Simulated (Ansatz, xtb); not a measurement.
## C3H6F2: which of two isomers lies lower

We compare I, `C[C@@H](F)CF`, a singlet, with II, `CC(C)(F)F`, a singlet. Both are isolated molecules in the gas phase, relaxed with PBE-D3(BJ)/def2-SVP, each in the lowest conformer that the search found.

Energies in hartree; the thermal terms are from PBE-D3(BJ)/def2-SVP harmonic frequencies (ideal gas, rigid rotor, one conformer each, 298.15 K, 1 atm) and include the zero-point energy:

|  | I | II |
| --- | --- | --- |
| E, CCSD(T)/def2-SVP | −316.576308 | −316.601584 |
| E, MP2/def2-SVP | −316.511528 | −316.538011 |
| E, MP2/def2-TZVPP | −317.116400 | −317.140746 |
| zero-point energy | 0.086315 | 0.085177 |
| H(298 K) − E | 0.093013 | 0.091857 |
| G(298 K) − E | 0.057244 | 0.056736 |

Correct the CCSD(T) difference for the basis set by the MP2 change, then work out ΔE, ΔE₀, ΔH and ΔG for I → II in kJ/mol (1 Eh = 2625.50 kJ/mol) and the equilibrium ratio [II]/[I].

1. Differences II − I: CCSD(T) −0.025276, MP2 in the small set −0.026483, MP2 in the large set −0.024346 Eh.
2. ΔE = −0.025276 + (−0.024346 − (−0.026483)) = −0.023139 Eh = −60.75 kJ/mol.
3. ΔE₀ = ΔE + ΔZPE = −0.023139 + (−0.001138) Eh = −63.74 kJ/mol.
4. ΔH = ΔE + (−0.001156) Eh = −63.79 kJ/mol.
5. ΔG = ΔE + (−0.000508) Eh = −62.09 kJ/mol, so ΔS = (ΔH − ΔG)/T = −5.7 J/(mol K).
6. kT = 0.9442 mEh, so K = [II]/[I] = exp(−ΔG/kT) = exp(+25.04) ≈ 7.5 × 10^10.

Structure II is favoured at this temperature. An error of 4 kJ/mol in ΔG would change K by a factor of 5. Mirror images and further conformers aren't counted.

As drawn, both hold the same kinds of bond in the same numbers. Structure I has 1 methyl group, II 2.

Other levels gave ΔE = −33.0 (GFN2-xTB); −56.3 (HF/STO-3G, GFN2-xTB geometries); −73.3 (r2SCAN-D4/def2-SVP, GFN2-xTB geometries); −67.4 (PBE-D3(BJ)/def2-SVP); −60.1 (HF/def2-SVP); −69.5 (MP2/def2-SVP); −66.4 (CCSD(T)/def2-SVP) kJ/mol. The correlated steps freeze 5 core orbitals. Programs: Ansatz 0.2.0, xtb 6.7.1.
